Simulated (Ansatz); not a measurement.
Process, species as SMILES: ClCCl → C atom + 2 Cl atom + 2 H atom
B3LYP-D3(BJ)/def2-TZVP geometries, fixed; electronic energies without zero-point terms.
Largest species:
```xyz
5

C      0.0039     0.0052     0.7673
Cl    -0.0175     1.4825    -0.2263
Cl     0.0153    -1.4855    -0.2061
H     -0.8904    -0.0005     1.3784
H      0.9045     0.0193     1.3690
```

How fast the atomisation energy converges with the basis for several methods (Ansatz, an electronic-structure program): deviation from each method's own reference, in kcal/mol. References: B2PLYP 367.40 kcal/mol, the value in aug-pcseg-3; B3LYP 364.51 kcal/mol, the value in aug-pcseg-3; CCSD(T) 370.76 kcal/mol, Hartree-Fock in cc-pV(Q+d)Z plus the correlation part extrapolated as X^-3 from cc-pV(T+d)Z and cc-pV(Q+d)Z; HF 262.92 kcal/mol, the value in aug-pcseg-3; MP2 381.00 kcal/mol, Hartree-Fock in aug-cc-pV(Q+d)Z plus the correlation part extrapolated as X^-3 from aug-cc-pV(T+d)Z and aug-cc-pV(Q+d)Z; PBE 380.75 kcal/mol, the value in aug-pcseg-3. Cartesian d functions, on some or all atoms, in 6-31G*, 6-31+G*; all else is spherical. In correlated methods cores are frozen. Open shells are unrestricted. No added dispersion term, no relativity. 

```csv
basis,functions,B2PLYP,B3LYP,CCSD(T),HF,MP2,PBE
STO-3G,25,26.70,52.77,-12.42,48.58,[?],56.80
3-21G,39,-45.61,-25.34,-78.44,-37.26,[?],-21.63
6-31G,39,-46.90,-27.68,-78.50,-37.45,[?],-24.73
pcseg-0,39,-59.90,-40.44,-91.67,-49.31,[?],-37.69
6-31G*,57,-13.30,-2.50,-36.78,-4.62,[?],-1.66
def2-SVP,60,-10.09,-2.17,-26.79,-2.96,[?],-1.48
6-31+G*,69,-15.52,-5.63,-37.79,-6.30,[?],-5.14
"6-311++G(2d,2p)",117,-7.03,-1.82,-22.04,-1.85,[?],-1.08
def2-TZVPD,147,-3.80,-0.68,-13.78,-1.14,[?],-0.17
jun-cc-pV(T+d)Z,163,-2.77,-0.67,-10.79,-0.84,[?],-0.35
aug-cc-pV(T+d)Z,202,-2.13,-0.74,-8.34,-0.98,[?],-0.49
cc-pV(Q+d)Z,243,-0.66,-0.04,-4.93,-0.67,[?],0.23
```

Problem. Some entries are withheld; supply them.

Solution. 
- STO-3G, MP2: -30.09
- 3-21G, MP2: -90.78
- 6-31G, MP2: -90.48
- pcseg-0, MP2: -103.76
- 6-31G*, MP2: -41.19
- def2-SVP, MP2: -31.36
- 6-31+G*, MP2: -42.20
- 6-311++G(2d,2p), MP2: -23.21
- def2-TZVPD, MP2: -14.72
- jun-cc-pV(T+d)Z, MP2: -11.45
- aug-cc-pV(T+d)Z, MP2: -9.02
- cc-pV(Q+d)Z, MP2: -5.39

Mean absolute deviation over 6-311++G(2d,2p), def2-TZVPD, jun-cc-pV(T+d)Z, aug-cc-pV(T+d)Z: PBE 0.52, B3LYP 0.98, HF 1.20, B2PLYP 3.94, CCSD(T) 13.74, MP2 14.60 kcal/mol.
